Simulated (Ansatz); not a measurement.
**Two structures, one formula**

Two relaxed structures of CH₅OS (charge +1), closed shell (PBE0-D4/def2-TZVP; forces vanish, vibrations not checked).

A:

C1  (-0.796, 0.753, -0.095)
S2  (0.499, -0.079, 0.763)
O3  (0.368, -1.688, -0.040)
H4  (-1.780, 0.335, 0.116)
H5  (-0.591, 0.875, -1.157)
H6  (-0.738, 1.746, 0.381)
H7  (0.113, -2.406, 0.566)
H8  (1.160, -1.932, -0.554)
(Å)

B:

```xyz
8
angstrom
C -0.7914 0.6618 -0.0055
S 0.7381 -0.0680 0.5047
O 0.7085 -1.4666 -0.2519
H -1.5877 0.1692 0.5531
H -0.9168 0.5481 -1.0820
H -0.7344 1.7172 0.2791
H 1.5609 0.6158 -0.3288
H 1.0228 -2.1776 0.3314
```

Ansatz 0.2.0; basis: def2-TZVPP; cores frozen in the correlated methods. B3LYP uses VWN-RPA correlation.

(1) Which structure is lower at CCSD(T), and by how much? (Judge from chemistry; the value comes from the calculation.)

The T1 diagnostic stays at or below 0.013.

Results:

(1) Computed: B, by 13.70 kcal/mol (electronic energy, against the other). By their contacts, A is CH₅OS ([CH3][S][OH2]), total charge +1 and B is CH₅OS ([CH3][SH][OH]), total charge +1.

All methods give the same order:

| method | E(B) − E(A) (kcal/mol) |
| --- | --- |
| PBE-D4 | -15.00 |
| r2SCAN-D4 | -16.84 |
| PBE0-D4 | -15.42 |
| B3LYP-D4 | -13.86 |
| wB97M-V | -13.06 |
| HF | -14.27 |
| MP2 | -15.14 |
| CCSD | -13.55 |
| CCSD(T) | -13.70 |

Labels in which every atom is bracketed show which atoms are joined, not bond orders.

For scale, one of the runs: CCSD(T)/def2-TZVPP, 174 basis functions, launched by `ansatz run in.yaml --threads 2 --pin off --events-out ev --progress --plain --max-ram 4352MiB`. Hardware: 2 CPU threads of an Intel Xeon Platinum 8375C, shared host. Wall time 29 s; peak host memory 1.6 GiB.
